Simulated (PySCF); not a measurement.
Compound: C4H7P.
Bonds: C1–C2 (triple), C2–P3, P3–C4, P3–C5. Hydrogens: H6 on C1; H7, H8, H9 on C4; H10, H11, H12 on C5.

Computed with PySCF at wB97X-D/def2-SVPD, non-relativistic, on one gas-phase PBE0-D3(BJ)/def2-SVP geometry that isn't relaxed in the solvent. The solvent is an IEF-PCM continuum (cavity from Bondi-type radii × 1.2), and excitations are vertical TDDFT with non-equilibrium linear response and a frozen core. Only the electrostatic response of the medium enters.

Gas-phase singlets (H = HOMO, L = LUMO):

| state | E (eV) | λ (nm) | f | leading configurations |
| --- | --- | --- | --- | --- |
| S1 | 5.308 | 234 | 0.017 | H→L 87% |
| S2 | 5.925 | 209 | 0.081 | H→L+1 67%, H-1→L 19% |
| S3 | 6.514 | 190 | 0.010 | H-1→L+1 64%, H-1→L+2 17% |
| S4 | 6.727 | 184 | 0.049 | H→L+2 43%, H→L+1 22% |
| S5 | 6.965 | 178 | 0.034 | H-2→L 65%, H→L+4 12% |

Question: How does the list change in dichloromethane (ε = 8.93)?

Answer: 
```
state  E (eV)  λ (nm)      f    leading configurations  change by rank (eV)
   S1   5.365     231  0.024                   H→L 89%               +0.057
   S2   5.929     209  0.128      H→L+1 73%, H-1→L 16%               +0.004
   S3   6.553     189  0.013  H-1→L+1 72%, H-1→L+2 10%               +0.039
   S4   6.790     183  0.064      H→L+2 52%, H-1→L 15%               +0.063
   S5   6.997     177  0.049      H-2→L 65%, H→L+3 14%               +0.032
```

Question: The ground-state energy changes by -0.161 eV from gas to dichloromethane. By how much does the total energy of gas-phase S1 change?

Answer: E(S1) = E(S0) + excitation energy, so it changes by -0.161 + 0.057 = -0.104 eV: it is lowered less than the ground state, which is what a blue shift means. This is the vertical state, with the slow part of the continuum still set for S0.

Question: How do the frontier levels move from gas to dichloromethane?

Answer: 
| orbital | gas (eV) | solvent (eV) | change (eV) | Löwdin shares, gas | Löwdin shares, solvent |
| --- | --- | --- | --- | --- | --- |
| LUMO+2 | 2.58 | 2.54 | -0.04 | C1 36 %, C2 19 %, P3 9 %, C4 8 % | C1 38 %, C2 20 %, P3 9 %, C5 7 % |
| LUMO+1 | 1.93 | 1.94 | +0.01 | P3 20 %, C1 20 %, C2 16 %, C5 11 % | P3 23 %, C1 23 %, C2 19 %, C5 9 % |
| LUMO | 1.82 | 1.79 | -0.03 | C1 26 %, C2 24 %, P3 18 %, C4 8 % | C1 27 %, C2 25 %, P3 18 %, C4 8 % |
| HOMO | -8.39 | -8.49 | -0.10 | P3 48 %, C2 15 %, C1 14 %, C4 9 % | P3 49 %, C2 15 %, C1 13 %, C4 9 % |
| HOMO-1 | -9.92 | -10.02 | -0.10 | C2 39 %, C1 39 %, P3 5 %, C5 5 % | C2 38 %, C1 37 %, C5 6 %, C4 6 % |
| HOMO-2 | -10.58 | -10.70 | -0.12 | C2 38 %, C1 32 %, P3 15 % | C2 38 %, C1 32 %, P3 14 %, C5 4 % |
| HOMO-3 | -11.80 | -11.71 | +0.09 | C4 24 %, C5 23 %, P3 19 %, H8 9 % | C4 23 %, C5 23 %, P3 18 %, H8 9 % |

The HOMO–LUMO gap goes from 10.20 to 10.28 eV.

On one thread, Arm Neoverse V2 (aarch64), no GPU, shared host with 96 logical CPUs at a one-minute load of 38, this took 13 s of wall time and 0.80 GiB of memory at its peak. This is the whole response run at wB97X-D/def2-SVPD in dichloromethane, SCF included.

Note: wB97X-D ran without an empirical dispersion term, which enters the total energy and its gradient alone.
